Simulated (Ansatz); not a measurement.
# CH3OSi+: a rigid scan of the angle H6–Si3–C2

One table from this session's results is given with a row withheld; the runs are named, their logs left out.

Method: single points in def2-TZVPP; program: Ansatz 0.2.0, Gaussian basis.

Levels: PBE-D4, r2SCAN-D4, PBE0-D4, B3LYP-D4, wB97M-V, Hartree-Fock, MP2, CCSD, CCSD(T). The scan takes 80.4, 84.9, 89.4, 93.9, 98.4, 102.9, 107.4, 111.9, 116.4°.

Correlated methods freeze the cores. B3LYP uses VWN-RPA correlation.

109 further runs of the same task are left out: 109 set aside as unsound or not needed.

## Starting geometry

The minimum, relaxed at PBE0-D4: SMILES `O=[C+][SiH3]`, 6 atoms, charge 1, spin multiplicity 1.

Atoms are counted from 1 here; the program's logs count them from 0.

Bond lengths: O1–C2 1.109 Å, C2–Si3 1.981 Å, Si3–H4 1.473 Å, Si3–H5 1.473 Å, Si3–H6 1.473 Å. Angles: O1–C2–Si3 179.7°, C2–Si3–H4 98.6°, C2–Si3–H5 98.5°, C2–Si3–H6 98.4°, H4–Si3–H5 117.9°, H4–Si3–H6 117.9°, H5–Si3–H6 117.8°.

Coordinates:

```tsv
atom	x (Å)	y (Å)	z (Å)
O1	1.00993	-1.88506	0.98351
C2	0.53210	-0.99871	0.51865
Si3	-0.31587	0.58983	-0.30763
H4	-1.45516	-0.08157	-0.95696
H5	0.80798	1.01715	-1.15906
H6	-0.57898	1.35836	0.92149
```

Energies of the minimum (eV), from earlier single points: PBE-D4 -10995.65365, r2SCAN-D4 -11000.80116, PBE0-D4 -10996.36065, B3LYP-D4 -11004.03181, wB97M-V -11001.69709, CCSD(T) -10985.48649.

At the minimum the angle H6–Si3–C2 is 98.4°.

Set-up of the first run:

The input, pbe-tzvpp/in.yaml:

```yaml
crystal:
  periodic: [false, false, false]
  atoms:
    - {symbol: O, position_ang: [1.009933, -1.885060, 0.983506]}
    - {symbol: C, position_ang: [0.532099, -0.998711, 0.518649]}
    - {symbol: Si, position_ang: [-0.315873, 0.589826, -0.307628]}
    - {symbol: H, position_ang: [-1.455156, -0.081575, -0.956957]}
    - {symbol: H, position_ang: [0.807977, 1.017147, -1.159062]}
    - {symbol: H, position_ang: [-0.380732, 0.986092, 1.109897]}
basis:
  gaussian: {orbitals: def2-TZVPP}
total_charge: 1
hamiltonian: {xc: pbe, dispersion: d4}
output: {forces: true}
```

r2scan-tzvpp/in.yaml, as changes to pbe-tzvpp/in.yaml:

```diff
-hamiltonian: {xc: pbe, dispersion: d4}
+hamiltonian: {xc: r2scan, dispersion: d4}
```

pbe0-tzvpp/in.yaml:

```diff
-hamiltonian: {xc: pbe, dispersion: d4}
-output: {forces: true}
+hamiltonian: {xc: pbe0, dispersion: d4}
+output: {forces: true, orbitals: {seedname: orbitals}}
```

b3lyp-tzvpp/in.yaml:

```diff
-hamiltonian: {xc: pbe, dispersion: d4}
+hamiltonian: {xc: {name: B3LYP}, dispersion: d4}
```

wb97mv-tzvpp/in.yaml:

```diff
-hamiltonian: {xc: pbe, dispersion: d4}
-output: {forces: true}
+hamiltonian: {xc: {name: wB97M-V}}
```

ccsdt-tzvpp/in.yaml:

```diff
-hamiltonian: {xc: pbe, dispersion: d4}
-output: {forces: true}
+correlation: {method: ccsd_t}
```

Each run has its own folder and the same command.

Started as:

```sh
$ ansatz run in.yaml --threads 2 --pin off --events-out ev --progress --plain --max-ram 4352MiB
```

Steps of the session up to this table: H6–Si3–C2 = 80.4°; H6–Si3–C2 = 84.9°; H6–Si3–C2 = 89.4°; H6–Si3–C2 = 93.9°; H6–Si3–C2 = 98.4°; H6–Si3–C2 = 102.9°; H6–Si3–C2 = 107.4°; H6–Si3–C2 = 111.9°; H6–Si3–C2 = 116.4°.

One of the session's tables, all rows but one given; the rest of the session is left out.

Energies less that of the minimum at the same level (kcal/mol):

```
     angle (°)  PBE-D4  PBE0-D4  B3LYP-D4  wB97M-V  Hartree-Fock
          80.4     4.4      4.7       4.9      4.7           6.2
          84.9       ?        ?         ?        ?             ?
          89.4     1.1      1.1       1.2      1.1           1.6
          93.9     0.3      0.3       0.3      0.3           0.5
          98.4     0.0      0.0       0.0      0.0           0.0
98.4 (minimum)     0.0      0.0       0.0      0.0           0.0
         102.9     0.2      0.2       0.2      0.3           0.2
         107.4     0.9      1.0       0.9      1.0           0.9
         111.9     2.0      2.2       2.1      2.2           2.3
         116.4     3.5      3.8       3.7      3.9           4.1
```

Q: Estimate the row for angle (°) = 84.9 from the others.

Worked estimate for «PBE-D4». A straight line through the neighbours (80.4, 4.4) and (89.4, 1.1) gives 4.4 + (1.1 − 4.4) × (84.9 − 80.4) / (89.4 − 80.4) = 2.8; a parabola fitted to 3 rows on both sides gives 2.5.

As computed: PBE-D4: 2.4; PBE0-D4: 2.5; B3LYP-D4: 2.7; wB97M-V: 2.6; Hartree-Fock: 3.5. In «PBE-D4» the line misses by +0.4 and the parabola by +0.1.
